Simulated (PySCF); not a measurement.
# Polarisability of `C[C@@H]1[PH2+][C@@H]1C`

Species: C₄H₁₀P (charge +1).
Geometry (GFN2-xTB, Å), atoms numbered from 1 in this order:
```xyz
15
C4H10P angstrom
C      1.5476   -0.4605   -0.4209
C      0.5629    0.6367   -0.3489
P     -0.4361    0.9656    1.6106
C     -0.8439    0.4791   -0.2553
C     -1.5322   -0.8534   -0.3317
H      2.4951   -0.1908    0.0423
H      1.7622   -0.6185   -1.4831
H      1.1870   -1.4024   -0.0165
H      0.9429    1.6112   -0.6409
H      0.3948    2.0824    1.5610
H      0.5127    0.0284    2.0100
H     -1.4513    1.3022   -0.6353
H     -1.5818   -1.1597   -1.3763
H     -2.5514   -0.7805    0.0402
H     -1.0128   -1.6319    0.2227
```

Level: CAM-B3LYP/def2-SVPD (PySCF), static field, nuclei fixed, core orbitals frozen in the response. The polarisability tensor in these axes (au):

```
x   71.74 -0.82 -7.02
y   -0.82 62.78  9.74
z   -7.02  9.74 75.46
```

Problem. What are the eigenvalues, a third of the trace, and Δα (Δα² = ½Σ(αi − αj)² over the three pairs)?

Solution. Principal values 56.97, 68.76 and 84.26 au; mean 70.00 au = 10.37 Å³ = 11.54 × 10⁻⁴⁰ C²·m²/J; Δα = 23.71 au (34 % of the mean).

Problem. What are the principal values of the traceless quadrupole moment, Θ = ½Σq(3rr − r²1), about the centre of nuclear charge?

Solution. -3.66, 0.62, 3.04 D·Å. The values depend on the origin, since the species is charged. The electronic extent ⟨r²⟩ about the same centre is 585 bohr², a root-mean-square distance of 1.85 Å for the 48 electrons.

Problem. What depolarisation ratio follows for Rayleigh scattering of linearly polarised light, taking the static tensor?

Solution. ρ = 3Δα²/(45ᾱ² + 4Δα²) = 1686.4/(220470 + 2248.5) = 0.00757.

Problem. Give the principal axes and the span of the nuclei along them.

Solution. Largest value along (-0.47, 0.38, 0.80), where the nuclei span 4.10 Å; middle along (0.86, 0.40, 0.32), 4.57 Å; least along (-0.20, 0.83, -0.51), 3.10 Å. The strongest response doesn't lie along the longest of the three spans.

Problem. Form Σ f/ω² (atomic units) for the 8 lowest TDDFT singlets, given as eV and f, and set it beside the mean polarisability, which is this sum over all singlets: 5.85, 0.3093; 6.56, 0.0269; 6.90, 0.0127; 7.01, 0.0069; 7.80, 0.0350; 7.92, 0.0271; 8.09, 0.0837; 8.15, 0.0529.

Solution. They add up to 9.74 au, 13.9 % of the 70.00 au; the largest single term is 6.69 au, from the state at 5.85 eV. Terms in order: 6.69, 0.46, 0.20, 0.10, 0.43, 0.32, 0.95, 0.59 au. Higher excitations give the rest. The strengths listed sum to 0.554.

Geometry: GFN2-xTB; no solvent, vibrations or thermal averaging.
